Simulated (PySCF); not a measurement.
Continuum solvent and chemical shifts

Geometry:
```csv
atom,x (Å),y (Å),z (Å)
F1,-0.642,-1.118,-0.008
B2,0.043,0.002,-0.012
F3,-0.625,1.132,0.003
H4,1.245,-0.006,-0.028
```

GIAO PBE0/pcSseg-1 in PySCF 2.14.0 with density-fitted response routines on one PBE0-D3(BJ)/def2-SVP conformer, non-relativistic, equivalent nuclei averaged. Solvents enter as an IEF-PCM continuum (cyclohexane with ε = 2.0, dichloromethane with ε = 8.9) around the gas-phase geometry. Shifts are referred to CFCl3, BF3·OEt2, TMS computed in the same medium.

Gas phase, δ in ppm: F1/F3 -50.3, B2 22.8, H4 4.37. Dipole moment 0.91 D.

Task: How does each δ change in the continuum?

Result: 
```json
{"atoms": "F1/F3", "environment": "fluorine bonded to B", "Δδ, cyclohexane": "-1.7", "Δδ, dichloromethane": "-3.5"}
{"atoms": "B2", "environment": "boron bonded to 2 F, H", "Δδ, cyclohexane": "+0.3", "Δδ, dichloromethane": "+0.6"}
{"atoms": "H4", "environment": "hydrogen on a boron bonded to 2 F", "Δδ, cyclohexane": "+0.03", "Δδ, dichloromethane": "+0.06"}
```

Changes are relative to the gas phase. The dipole moment becomes 0.97 D in cyclohexane, 1.04 D in dichloromethane.

Task: Which of the listed nuclei move most (in ppm), and what does the model miss?

Result: F1/F3 (fluorine bonded to B, -3.5 ppm) in dichloromethane. A continuum only polarises the solute; specific hydrogen bonds, the anisotropy of aromatic solvents and changes of geometry or conformer are outside it.
